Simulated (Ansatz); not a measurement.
in.yaml

```yaml
crystal:
  periodic: [false, false, false]
  atoms:
    - {symbol: Si, position_ang: [0.001473, 0.029964, 0.617475]}
    - {symbol: Al, position_ang: [0.001032, -0.058235, -0.696762]}
    - {symbol: H, position_ang: [0.026414, 0.783700, 0.887948]}
    - {symbol: H, position_ang: [0.606485, -0.355188, 0.888241]}
    - {symbol: H, position_ang: [-0.684865, -0.346626, 0.860993]}
    - {symbol: H, position_ang: [-0.016689, 0.642087, -1.191034]}
basis:
  gaussian: {orbitals: STO-3G}
magnetization: {spin_polarized: false, initial_magnetization: 1}
correlation: {method: bccd, electrons: outside_noble_gas}
```

```sh
$ ansatz run in.yaml --threads 1 --pin off --events-out ev --progress --plain --max-ram 2393MiB
```

**Question.** One thing in this input was set wrong on purpose, beside settings that are merely unusual. What is the gravest fault, and what does the program do?

**Answer.** Coordinates in the wrong unit (values in bohr typed as Å, so distances are 1.89 times too long). How the run ends: converged.
```
237 factors; integrals over basis functions are off by at most 6.8e-5 eV
mean field evaluation 1: about -14251.6438 eV, gradient 8.9e0 eV
mean field evaluation 2: about -14251.6666 eV, gradient 8.9e0 eV
mean field evaluation 4: about -14252.1183 eV, gradient 4.6e-1 eV
mean field evaluation 8: about -14252.1240 eV, gradient 1.8e-6 eV
mean field evaluation 16: about -14251.5745 eV, gradient 2.3e0 eV
mean field evaluation 32: about -14251.0554 eV, gradient 1.6e-1 eV
mean field -14252.12401827 eV, -523.7558972347 hartree, gradient 1.8e-6 eV, S^2 0.750000; 3 other end points of the search recorded, 0 dependent functions left out
determinant -14252.12401827 eV, -523.7558972347 hartree, with singles and doubles -14254.05371710 eV, -523.8268123587 hartree
determinant -14251.05102443 eV, -523.7164654384 hartree, with singles and doubles -14253.15383312 eV, -523.7937422327 hartree
10 core orbitals not correlated: weight in the atoms' cores, before any rotation towards them, 0.999 or more for the frozen orbitals, at most 0.001 for the correlated occupied ones
reference -14252.12401827 eV, -523.7558972347 hartree; 6, 5 occupied and 6, 7 virtual orbitals, 237 factors
second order -1.40342929 eV of doubles, -0.02128399 eV of singles
cycle   1  -1.93002324 eV  change   -3.2e-4 eV  update   2.2e-3
cycle   2  -1.92921257 eV  change    8.1e-4 eV  update   6.9e-4
cycle   3  -1.92894085 eV  change    2.7e-4 eV  update   3.5e-4
cycle   4  -1.92893792 eV  change    2.9e-6 eV  update   1.7e-4
cycle   5  -1.92900227 eV  change   -6.4e-5 eV  update   1.1e-4
cycle   6  -1.92900802 eV  change   -5.8e-6 eV  update   7.5e-5
cycle   7  -1.92900507 eV  change    3.0e-6 eV  update   5.8e-5
cycle   8  -1.92900136 eV  change    3.7e-6 eV  update   3.2e-5
cycle   9  -1.92899902 eV  change    2.3e-6 eV  update   8.8e-6
Total energy: -14254.05301729 eV, -523.8267866411 hartree
```
